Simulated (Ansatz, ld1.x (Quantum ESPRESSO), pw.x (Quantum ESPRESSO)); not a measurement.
**From atom to crystal: TM potential for Li**

lithium, norm-conserving Troullier–Martins (Kleinman–Bylander form), made with ld1.x (Quantum ESPRESSO) 7.5 (LDA (PW92), scalar-relativistic). Core [He], reference 2s1 2p0. Waves: 2s (bound): rc 3.25 bohr; 3d channel at -0.16 Ry: rc 4.55 bohr; 2p (bound, empty): rc 4.20 bohr. Local part: the p channel. Core correction: a·sin(br)/r model core, default radius (core density twice the valence density).

Crystal test: bcc Li in pw.x 7.5, no spin, 14³ k-points, Fermi–Dirac smearing 0.01 Ry, cutoffs 50/200 Ry. The reference is all-electron LAPW (Ansatz 0.2.0) with the same functional, mesh and smearing; V0 and B0 come from Birch–Murnaghan fits to the pressures at five volumes. Errors are pseudo minus all-electron; Δ is the rms difference of the E(V) curves that follow from these fits, minima aligned, over ±6 % about the mean V0. Mesh and smearing are coarse, so the numbers serve the comparison and aren't converged zero-temperature values; the lattice is a test structure that the element need not adopt.

All-electron: a0 = 3.366 Å (V0 = 19.06 Å³/atom), B0 = 15.0 GPa.

How far does the potential miss the all-electron equation of state?

mean pressure error (GPa): -0.40; a0 (Å): 3.333; a0 error (%): -0.97; B0 error (%): -6.9; Δ (meV/atom): 1.8. The largest radius (4.55 bohr) exceeds half the bond length (2.76 bohr), so the spheres overlap, which is one possible source of error among others. This is a poor potential for the solid.

```csv
V (Å³/atom),P all-electron (GPa),P pseudo (GPa)
18.133,0.82,0.30
18.610,0.38,-0.07
19.087,-0.02,-0.41
19.564,-0.37,-0.70
20.041,-0.69,-0.97
```

At the middle volume, how do free energy and pressure move when the wave cutoff is lowered (ecutrho kept at four times it)?

```csv
cutoff (Ry),shift of F (meV/atom),shift of P (GPa)
22,+0.1,-0.00
30,+0.0,+0.00
40,+0.0,+0.00
```

Input at the middle volume:

```
&control
  calculation='scf', prefix='x', pseudo_dir='./', outdir='./tmp', tstress=.true., disk_io='none'
/
&system
  ibrav=0, nat=1, ntyp=1, ecutwfc=50, ecutrho=200, nbnd=7,
  occupations='smearing', smearing='fd', degauss=0.01
/
&electrons
  conv_thr=1e-09, mixing_beta=0.4, electron_maxstep=70
/
ATOMIC_SPECIES
Li 1.0 Li.UPF
CELL_PARAMETERS angstrom
  -1.68354952 1.68354952 1.68354952
  1.68354952 -1.68354952 1.68354952
  1.68354952 1.68354952 -1.68354952
ATOMIC_POSITIONS crystal
Li 0.0000 0.0000 0.0000
K_POINTS automatic
14 14 14 0 0 0
```

```bash
pw.x < Li.scf.in > Li.scf.out
```

Lines of the output:

```
Message from routine setup:
     using ibrav=0 with symmetry is DISCOURAGED, use correct ibrav instead
     lattice parameter (alat)  =       5.5104  a.u.
     unit-cell volume          =     128.8055 (a.u.)^3
     number of electrons       =         1.00
     number of Kohn-Sham states=            7
     kinetic-energy cutoff     =      50.0000  Ry
     charge density cutoff     =     200.0000  Ry
     scf convergence threshold =      1.0E-09
     Exchange-correlation= PW
     number of k points=   104  Fermi-Dirac smearing, width (Ry)=  0.0100
     iteration #  1     ecut=    50.00 Ry     beta= 0.40
     total energy              =      -0.64789226 Ry
     estimated scf accuracy    <       0.00038685 Ry
     iteration #  2     ecut=    50.00 Ry     beta= 0.40
     total energy              =      -0.64787466 Ry
     estimated scf accuracy    <       0.00013795 Ry
     iteration #  3     ecut=    50.00 Ry     beta= 0.40
     total energy              =      -0.64787484 Ry
     estimated scf accuracy    <          2.5E-09 Ry
     iteration #  4     ecut=    50.00 Ry     beta= 0.40
     c_bands:  1 eigenvalues not converged
     the Fermi energy is     0.5219 ev
!    total energy              =      -0.64787484 Ry
     estimated scf accuracy    <          2.0E-10 Ry
     smearing contrib. (-TS)   =      -0.00223029 Ry
     The total energy is F=E-TS. E is the sum of the following terms:
     one-electron contribution =       0.43334893 Ry
     hartree contribution      =       0.00120722 Ry
     xc contribution           =      -0.50825453 Ry
     ewald contribution        =      -0.57194618 Ry
     convergence has been achieved in   4 iterations
          total   stress  (Ry/bohr**3)                   (kbar)     P=       -4.06
     Message from routine punch:
     Nothing written, as per user request (disk_io='none')
```

The run at the middle volume (104 k-points, 4 iterations) took about 4.6 s on one core of a shared host (Intel(R) Xeon(R) Platinum 8259CL CPU @ 2.50GHz, 96 threads, 755 GiB, load 49).
